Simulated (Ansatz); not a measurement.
## Relative stability

Two relaxed structures of C2H5N, singlet (PBE0-D4/def2-TZVP; forces vanish, vibrations not checked).

A:

C1  (-0.434, 0.543, -0.291)
C2  (0.798, -0.094, 0.247)
N3  (0.625, -1.362, 0.476)
H4  (-0.196, 1.009, -1.251)
H5  (-1.303, -0.128, -0.420)
H6  (-0.716, 1.370, 0.368)
H7  (1.379, -1.924, 0.843)
H8  (-0.253, -1.863, 0.306)
(Å)

B:

C1  (1.152, -2.218, 0.993)
C2  (0.641, -1.227, 0.550)
N3  (-0.767, 1.473, -0.660)
H4  (-0.219, 1.885, -1.406)
H5  (-1.685, 1.274, -1.040)
H6  (-0.886, 2.186, 0.050)
H7  (0.182, -0.337, 0.152)
H8  (1.605, -3.097, 1.385)
(Å)

Ansatz 0.2.0; basis: def2-TZVPP; cores frozen in the correlated methods. B3LYP uses VWN-RPA correlation.

(1) Which structure is lower at CCSD(T), and by how much? (An estimate is asked for; the value comes from the calculation.)

(2) Do the other methods give the same order? (Judge from chemistry; the calculation decides.)

T1 diagnostic: at most 0.016.

## Answers

(1) Computed: B, by 0.054 eV (electronic energy, against the other). By their contacts, A is C₂H₅N ([CH3][C][NH2]) and B is a complex of C₂H₂ (C#C) + NH₃.

(2) By the calculation: Not all: PBE-D4, r2SCAN-D4, PBE0-D4, B3LYP-D4, wB97M-V, HF give the other order.

| method | E(B) − E(A) (eV) |
| --- | --- |
| PBE-D4 | 0.222 |
| r2SCAN-D4 | 0.208 |
| PBE0-D4 | 0.289 |
| B3LYP-D4 | 0.085 |
| wB97M-V | 0.133 |
| HF | 0.119 |
| MP2 | -0.212 |
| CCSD | -0.026 |
| CCSD(T) | -0.054 |

Labels in which every atom is bracketed show which atoms are joined, not bond orders.

For scale, one of the runs: CCSD(T)/def2-TZVPP, 163 basis functions, launched by `ansatz run in.yaml --threads 2 --pin off --events-out ev --progress --plain --max-ram 4352MiB`. Time: 18 s of wall clock on 2 CPU threads of an Arm Neoverse V2; the host was shared. Peak host memory: 1.3 GiB.
